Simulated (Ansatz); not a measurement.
# AlP₂H+ (quartet): the correlation ladder, cc-pVDZ

An exercise on one series of results from a longer session: the logs are not shown, and one member is left open.

Program: Ansatz 0.2.0, Gaussian basis. Level of theory: cc-pVDZ, core rule «outside noble gas», up to 15 orbitals frozen. These are calculated values, not measurements.

To be run: UHF; CCSD(T) on ROHF; CCSD(T) on UHF; BCCD(T) on ROHF; CISD; CCSDT(Q) on ROHF; CCSDT(Q) on UHF; CASSCF and MRCISD+Q, 9 electrons in 11 orbitals; CASSCF and NEVPT2, 9 electrons in 11 orbitals.

30 further runs of the same task are left out: 4 for a known fault of the program, 9 that didn't finish, 17 set aside as unsound or not needed.

## What is computed

The geometry is a PBE0/def2-TZVP stationary point (not a proven minimum) of the parent state, kept for this charge and spin.

4 atoms, charge 1, spin multiplicity 4.

Atoms are counted from 1 here; the program's logs count them from 0.

Bond lengths: Al1–P2 2.381 Å, P2–P3 2.081 Å, P2–H4 1.418 Å. Angles: Al1–P2–P3 143.2°, Al1–P2–H4 108.7°, P3–P2–H4 108.1°.

Set-up of the first run:

The input, in.yaml:

```yaml
crystal:
  periodic: [false, false, false]
  atoms:
    - {symbol: Al, position_ang: [0.000000, -0.262630, 2.268004]}
    - {symbol: P, position_ang: [0.000000, 0.435657, -0.007922]}
    - {symbol: P, position_ang: [0.000000, -0.267170, -1.966206]}
    - {symbol: H, position_ang: [0.000000, 1.852797, -0.047687]}
basis:
  gaussian: {orbitals: cc-pVDZ}
total_charge: 1
magnetization: {spin_polarized: true, initial_magnetization: 3}
hamiltonian: {xc: hf}
output: {orbitals: {seedname: orbitals}}
```

Started as:

```bash
ansatz run in.yaml --threads 1 --pin off --events-out ev --progress --plain --max-ram 2393MiB
```

Steps of the session up to this table: UHF; CCSD(T) on ROHF; CCSD(T) on UHF; BCCD(T) on ROHF; CISD; CCSDT(Q) on ROHF; CCSDT(Q) on UHF; CASSCF and MRCISD+Q, 9 electrons in 11 orbitals; CASSCF and NEVPT2, 9 electrons in 11 orbitals.

One of the session's tables, all rows but one given; the rest of the session is left out.

```
          method  from RCCSDT(Q) (kcal/mol)
            RMP2                     +36.13
            UMP2                     +37.60
            CISD                     +28.98
           RCCSD                     +10.60
           UCCSD                     +10.47
        RCCSD(T)                      +2.24
        UCCSD(T)                      +2.62
         BCCD(T)                      +2.33
          RCCSDT                      +0.88
          UCCSDT                      +0.87
       RCCSDT(Q)                          0
       UCCSDT(Q)                          ?
  CASSCF valence                    +134.96
  NEVPT2 valence                     +33.83
  MRCISD valence                     +18.35
MRCISD+Q valence                      +5.57
```

**Question.** Estimate the row for UCCSDT(Q).

The run gave: from RCCSDT(Q) (kcal/mol): -0.03. In the column «from RCCSDT(Q) (kcal/mol)» it is the lowest.

Left out of the table: ROHF, UHF (another determinant or state than the rows shown).

Limits of these values: Restricted and unrestricted rows rest on different reference determinants; where their highest levels disagree by more than a few hundredths of an eV, they describe different states and don't form one ladder.
